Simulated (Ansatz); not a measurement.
## Worked example: HAl–AlH⁺, quartet against HAl–AlH, triplet

Geometry (PBE0/def2-TZVP stationary point of a triplet), kept for both states (HAl–AlH, triplet: Σg⁻g; HAl–AlH⁺, quartet: Σg⁻g):

```yaml
atoms:
  - { symbol: Al, position_ang: [0.0000, 0.0000, 1.1500] }
  - { symbol: Al, position_ang: [0.0000, 0.0000, -1.1500] }
  - { symbol: H, position_ang: [0.0000, 0.0000, 2.7245] }
  - { symbol: H, position_ang: [0.0000, 0.0000, -2.7245] }
```

Basis cc-pVDZ; Ansatz 0.2.0. Only valence electrons are correlated (noble-gas cores frozen). R marks a restricted (for open shells ROHF) determinant, U an unrestricted one.

Full CI isn't at hand for all of this; UCCSDT(Q) serves as the reference, and is uncertain by about the last step of the cluster series.

| level | E(HAl–AlH, triplet) (hartree) | E(HAl–AlH⁺, quartet) (hartree) |
| --- | --- | --- |
| UHF | -484.920768 | -484.583386 |
| UMP2 | -485.022559 | -484.658571 |
| UCCSD(T) | -485.058054 | -484.693916 |
| PBE | -485.684345 | -485.319863 |
| wB97M-V | -485.912232 | -485.534311 |
| UCCSDT(Q) | -485.059732 | -484.695851 |

Problem. Give the vertical gap, HAl–AlH⁺ quartet less HAl–AlH triplet, at each level in eV (1 hartree = 27.2114 eV), and each error against UCCSDT(Q).

Solution. UCCSDT(Q): (-484.695851 − (-485.059732)) × 27.2114 = 9.902 eV (the reference)
wB97M-V: (-485.534311 − (-485.912232)) × 27.2114 = 10.284 eV, error 0.382 eV
PBE: (-485.319863 − (-485.684345)) × 27.2114 = 9.918 eV, error 0.016 eV
UCCSD(T): (-484.693916 − (-485.058054)) × 27.2114 = 9.909 eV, error 0.007 eV
UMP2: (-484.658571 − (-485.022559)) × 27.2114 = 9.905 eV, error 0.003 eV
UHF: (-484.583386 − (-484.920768)) × 27.2114 = 9.181 eV, error -0.721 eV

Total energies of functionals can't be set beside those of wave-function methods, since they hold the core's correlation and their own absolute errors; only the differences compare.

In so small a basis the reference is far from its limit while semilocal and hybrid functionals are nearer theirs, so the functionals' errors here hold much of the reference's basis and frozen-core error, which can add to them or hide them.

Each level lands on the state that its own search finds. T1 diagnostics of restricted CCSD: 0.023 and 0.050.
